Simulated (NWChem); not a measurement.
System: diphosphorus (P2); SMILES P#P

```xyz
2

P      0.0000     0.0000     0.9521
P      0.0000     0.0000    -0.9521
```
Atoms are numbered in this order, from 1.

Results from NWChem. Medium grid unless said otherwise, to which SCAN and Minnesota functionals are sensitive. Coordinates come from a B3LYP/6-31G* (spherical d) optimisation. Total energies of different functionals are on different scales.

```json
[
 {"level": "B3LYP/def2-SVP", "energy (Ha)": "-682.5110", "highest occupied level (eV)": "-7.70", "orbital gap (eV)": "5.15"},
 {"level": "PBE/def2-SVP", "energy (Ha)": "-682.1656", "highest occupied level (eV)": "-7.03", "orbital gap (eV)": "3.77"},
 {"level": "LDA (Slater exchange, VWN5)/def2-SVP", "energy (Ha)": "-679.9690", "highest occupied level (eV)": "-7.11", "orbital gap (eV)": "3.77"},
 {"level": "PBE0/def2-SVP", "energy (Ha)": "-682.2147", "highest occupied level (eV)": "-8.05", "orbital gap (eV)": "5.56"},
 {"level": "PW6B95/def2-SVP", "energy (Ha)": "-683.0590", "highest occupied level (eV)": "-8.02", "orbital gap (eV)": "5.68"},
 {"level": "B3PW91/def2-SVP", "energy (Ha)": "-682.4077", "highest occupied level (eV)": "-7.89", "orbital gap (eV)": "5.19"},
 {"level": "LC-BLYP (range parameter 0.33 per bohr)/def2-SVP", "energy (Ha)": "-682.0413", "highest occupied level (eV)": "-10.04", "orbital gap (eV)": "9.77"},
 {"level": "Hartree-Fock/def2-SVP", "energy (Ha)": "-681.2446", "highest occupied level (eV)": "-10.02", "orbital gap (eV)": "10.85"},
 {"level": "r2SCAN0/def2-SVP", "energy (Ha)": "-682.4098", "highest occupied level (eV)": "-8.26", "orbital gap (eV)": "5.75"},
 {"level": "M06-2X/def2-SVP", "energy (Ha)": "-682.4441", "highest occupied level (eV)": "-8.91", "orbital gap (eV)": "7.38"}
]
```
